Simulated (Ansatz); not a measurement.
# LiNH2: one structure at several levels

One table from this session's results is given with a row withheld; the runs are named, their logs left out.

The runs use Ansatz 0.2.0, Gaussian basis; single points in def2-TZVPP.

Cores are frozen in the correlated methods. The outer core shell of Li, Na, Mg and K is correlated.

## The starting structure

SMILES `[Li][NH2]`, 4 atoms, charge 0, spin multiplicity 1.

Atoms are counted from 1 here; the program's logs count them from 0.

Bond lengths: Li1–N2 1.755 Å, N2–H3 0.740 Å, N2–H4 0.965 Å. Angles: Li1–N2–H3 115.7°, Li1–N2–H4 120.0°, H3–N2–H4 118.6°.

As a file:

```xyz
4
charge 0, multiplicity 1
Li   -1.5545   -0.2339   -0.1028
N     0.1591    0.0965    0.0842
H     0.4577    0.5413   -0.4258
H     0.7277   -0.5420    0.5309
```

The first run:

The input, run/in.yaml:

```yaml
crystal:
  periodic: [false, false, false]
  atoms:
    - {symbol: Li, position_ang: [-1.554500, -0.233900, -0.102800]}
    - {symbol: N, position_ang: [0.159100, 0.096500, 0.084200]}
    - {symbol: H, position_ang: [0.457700, 0.541300, -0.425800]}
    - {symbol: H, position_ang: [0.727700, -0.542000, 0.530900]}
basis:
  gaussian: {orbitals: def2-TZVPP}
correlation: {method: ccsd_t}
output: {forces: true}
```

The command line of these runs was not kept.

Steps of the session up to this table: CCSD(T)/def2-TZVPP; PBE0-D4/def2-TZVPP; wB97M-V/def2-TZVPP; r2SCAN-D4/def2-TZVPP; PBE-D4/def2-TZVPP; CAM-B3LYP-D4/def2-TZVPP; BLYP-D4/def2-TZVPP.

One table of the session follows, with a row left open; its other results are not shown here.

| method | RMS force component (eV/Å) | angle to CCSD(T) forces (°) | dipole (D) |
| --- | --- | --- | --- |
| CCSD(T) | 12.749 | reference | 5.00 |
| PBE0-D4 | 12.736 | 0.3 | 4.88 |
| wB97M-V | 12.659 | 0.2 | 4.90 |
| r2SCAN-D4 | ? | ? | ? |
| PBE-D4 | 12.774 | 0.5 | 4.64 |
| CAM-B3LYP-D4 | 12.641 | 0.3 | 4.88 |
| BLYP-D4 | 12.644 | 0.6 | 4.58 |

Q: Estimate the row for r2SCAN-D4 from the others.

**Answer.** RMS force component (eV/Å): 12.668; angle to CCSD(T) forces (°): 0.1; dipole (D): 4.87. In the column «RMS force component (eV/Å)» it lies between wB97M-V (12.659) and PBE0-D4 (12.736).
